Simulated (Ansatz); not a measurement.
A nudged elastic band was laid between two geometries of C₂H₅NO (9 atoms, charge 0, multiplicity 1).

Level of theory: Ansatz, RKS PBE0/def2-SVPD.

* movable images: 9
* climbing image: yes
* spring: 5.0 eV/Å²
* optimiser: quadratic models (default)
* start path: through a guess of the saddle point
* force threshold: 0.05 eV/Å
* iteration limit: 60
* end points: relaxed

Image 0:

```xyz
9
Properties=species:S:1:pos:R:3
C -0.320 0.597 -0.883
N -0.340 -0.402 0.156
C 0.659 -0.550 1.057
O 1.669 0.120 1.102
H -0.355 0.136 -1.881
H -1.165 1.294 -0.786
H 0.615 1.160 -0.787
H -1.130 -1.026 0.227
H 0.457 -1.375 1.778
```

Image 10:

```xyz
9
Properties=species:S:1:pos:R:3
C -0.331 0.646 -0.843
N -0.390 -0.179 0.337
C 0.704 -0.752 0.892
O 1.838 -0.646 0.478
H 0.718 0.709 -1.154
H -0.919 0.212 -1.665
H -0.703 1.661 -0.640
H -1.281 -0.347 0.780
H 0.452 -1.351 1.797
```

**Question.** Which bonds break or form, and what moves?

**Answer.** No bond is made or broken. The dihedral H6–C1–N2–C3 goes from -119 to 119°. The two ends are copies of one structure, up to a mirror image or an exchange of like atoms.

**Question.** What energy profile does the band end with?

**Answer.** The run converged. The highest image is number 5 of 0 to 10, 0.013 eV above the ends, which have the same energy within 2 meV. A vibrational analysis at the climbing image gives one clearly imaginary mode, 79i cm⁻¹: a first-order saddle point.

```csv
image,path coordinate (Å),energy (eV),dihedral H6–C1–N2–C3 (°)
0,0.00,0.000,-119
1,0.27,0.001,-131
2,0.55,0.004,-142
3,0.82,0.008,-153
4,1.10,0.011,-164
5,1.37,0.013,-175
6,1.70,0.013,172
7,2.03,0.010,160
8,2.36,0.006,147
9,2.69,0.002,132
10,3.03,0.000,119
```

**Question.** What is the geometry of the highest image?

**Answer.** 
```xyz
9
Properties=species:S:1:pos:R:3
C -0.346 0.621 -0.840
N -0.393 -0.254 0.307
C 0.732 -0.680 0.920
O 1.855 -0.374 0.580
H 0.133 0.129 -1.699
H -1.366 0.908 -1.117
H 0.232 1.527 -0.609
H -1.283 -0.574 0.655
H 0.525 -1.350 1.786
```

Run time: 9 min on 2 threads of Arm Neoverse V1, with other jobs on the host, peak memory 0.27 GiB.
